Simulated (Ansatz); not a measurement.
A nudged elastic band was laid between two geometries of C$_{2}$H$_{2}$NO (6 atoms, charge -1, multiplicity 1).

Theory: Ansatz 0.2.0, RKS PBE/def2-SVP.

- movable images: 7
- climbing image: yes
- spring: 5.0 eV/Å²
- optimiser: quadratic models (default)
- start path: through a guess of the saddle point
- force threshold: 0.05 eV/Å
- iteration limit: 60
- end points: relaxed

Initial state:

```xyz
6
Properties=species:S:1:pos:R:3
N 0.560 -0.288 -1.654
C -0.069 -0.013 -0.550
C -0.930 0.212 0.401
O -0.792 -0.010 1.789
H 1.150 0.537 -1.920
H 0.081 -0.437 1.934
```

Final state:

```xyz
6
Properties=species:S:1:pos:R:3
N 0.719 0.529 -1.296
C 0.045 -0.128 -0.416
C -0.414 -0.030 0.907
O -1.548 0.264 1.388
H 0.819 -0.073 -2.157
H 0.378 -0.561 1.574
```

Problem. What changes between the two ends?

Solution. Bonds broken: O4–H6. Bonds formed: C3–H6.

Problem. Give the energies along the band, and the barrier.

Solution. The forces met the threshold. The highest image is number 5 of 0 to 8, 25.4 kcal/mol above the first end and 52.6 kcal/mol above the last; the last end lies 27.1 kcal/mol below the first. The profile has 2 maxima (images 2, 5) with wells between them (image 3): this band takes more than one step, which may be the mechanism or a detour left from its start path. A structure lower than the first end lies on the path between it and the top, so the climb from that side starts below the end, which may itself be a saddle point or a shallow side well. A vibrational analysis at the climbing image gives one clearly imaginary mode, 1513i cm⁻¹: a first-order saddle point. The orbitals stay closed-shell, which can raise the energy where a bond breaks towards radicals; this wasn't checked here. Limits of this set-up: an anion without diffuse functions, the dipole of an ion depends on the origin.

```
image  path coordinate (Å)  energy (kcal/mol)  O4–H6 (Å)  C3–H6 (Å)
    0                 0.00                0.0       0.98       1.95
    1                 0.56                3.0       0.98       1.94
    2                 1.13                3.4       0.97       1.90
    3                 1.69               -0.4       0.97       1.90
    4                 2.25                4.2       0.97       1.68
    5                 2.81               25.4       1.24       1.23
    6                 3.19                5.0       1.63       1.12
    7                 3.56              -22.6       1.99       1.14
    8                 3.93              -27.1       2.10       1.16
```

Problem. What is the geometry of the highest image?

Solution. 
```xyz
6
Properties=species:S:1:pos:R:3:forces:R:3
N 0.835 0.499 -1.557 0.00 0.00 0.00
C 0.189 0.217 -0.470 0.00 0.00 0.00
C -0.183 -0.040 0.751 0.00 0.01 0.00
O -1.261 0.101 1.679 0.00 0.00 0.00
H 0.636 -0.238 -2.274 0.00 0.00 0.00
H -0.217 -0.540 1.870 0.00 0.00 0.00
```

Time of the run: 3.3 min on 1 thread of Arm Neoverse V2 (shared host), peak memory 0.11 GiB.
